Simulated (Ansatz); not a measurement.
# CHN (triplet): from Hartree-Fock to the top rungs, def2-QZVPP

One table from this session's results is given with a row withheld; the runs are named, their logs left out.

Method: def2-QZVPP, core rule «outside noble gas», up to 2 orbitals frozen; program: Ansatz 0.2.0, Gaussian basis.

The runs, in order: UHF; ROHF; CCSD(T) on UHF.

2 further runs of the same task are left out: 2 set aside as unsound or not needed.

### The geometry

The geometry is a PBE0/def2-TZVP stationary point (not a proven minimum).

3 atoms, charge 0, spin multiplicity 3.

Atoms are counted from 1 here; the program's logs count them from 0.

Bond lengths: N1–C2 1.276 Å, C2–H3 1.109 Å. Angles: N1–C2–H3 121.1°.

The first run:

in.yaml reads:

```yaml
crystal:
  periodic: [false, false, false]
  atoms:
    - {symbol: N, position_ang: [0.000000, 0.079164, 0.632274]}
    - {symbol: C, position_ang: [0.000000, -0.149608, -0.623475]}
    - {symbol: H, position_ang: [0.000000, 0.682652, -1.356932]}
basis:
  gaussian: {orbitals: "def2-QZVPP.json"}
magnetization: {spin_polarized: true, initial_magnetization: 2}
hamiltonian: {xc: hf}
output: {orbitals: {seedname: orbitals}}
```

Command:

```console
$ ansatz run in.yaml --threads 1 --pin off --events-out ev --progress --plain --max-ram 2393MiB
```

Steps of the session up to this table: UHF; ROHF; CCSD(T) on UHF.

One of the session's tables, all rows but one given; the rest of the session is left out.

```
  method  from UCCSD(T) (meV)
    ROHF                    ?
     UHF              +9235.5
    UMP2              +1186.7
   UCCSD               +437.3
UCCSD(T)                    0
```

**Question.** Estimate the row for ROHF.

As computed: from UCCSD(T) (meV): +9418.7. In the column «from UCCSD(T) (meV)» it is the highest.
